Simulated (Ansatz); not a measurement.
## Two structures, one formula

Two relaxed structures of CH4ClSi (charge -1), closed shell (PBE0-D4/def2-TZVPD; forces vanish, vibrations not checked).

A:

| atom | x (Å) | y (Å) | z (Å) |
| --- | --- | --- | --- |
| Si1 | -0.3763 | -0.0124 | -0.9437 |
| C2 | 0.5949 | -0.0765 | 0.5678 |
| Cl3 | 0.9123 | -1.7879 | 1.1208 |
| H4 | -1.7803 | -0.5258 | -0.7572 |
| H5 | -0.5085 | 1.4277 | -1.3719 |
| H6 | 1.5649 | 0.4238 | 0.5400 |
| H7 | 0.0154 | -0.7260 | -2.2434 |

B:

```xyz
7
angstrom
Si -0.4492 -0.0003 -1.2671
C 0.4967 -0.1205 0.4488
Cl 1.0135 -1.8159 0.9006
H -1.8565 -0.2622 -0.6916
H -0.5607 1.5368 -1.1158
H 1.4300 0.4455 0.4101
H -0.0738 0.2165 1.3150
```

Ansatz 0.2.0; basis: def2-TZVPPD; cores frozen in the correlated methods. B3LYP uses VWN-RPA correlation.

Task: Which structure is lower at CCSD(T), and by how much? (To be estimated.)

Result: By the calculation: B, by 13.48 kcal/mol (electronic energy, against the other). By their contacts, A is CH₄ClSi ([SiH3][CH][Cl]), total charge -1 and B is CH₄ClSi ([SiH2][CH2][Cl]), total charge -1.

All methods give the same order:

| method | E(B) − E(A) (kcal/mol) |
| --- | --- |
| PBE-D4 | -13.61 |
| r2SCAN-D4 | -12.01 |
| PBE0-D4 | -13.69 |
| B3LYP-D4 | -12.62 |
| wB97M-V | -12.97 |
| HF | -12.39 |
| MP2 | -11.23 |
| CCSD | -13.66 |
| CCSD(T) | -13.48 |

T1 diagnostic: at most 0.013.

Labels in which every atom is bracketed show which atoms are joined, not bond orders.

For scale, one of the runs: CCSD(T)/def2-TZVPPD, 204 basis functions, launched by `ansatz run in.yaml --threads 2 --pin off --events-out ev --progress --plain --max-ram 4352MiB`. Hardware: 2 CPU threads of an Arm Neoverse V1, shared host. Wall time 60 s; peak host memory 2.4 GiB.
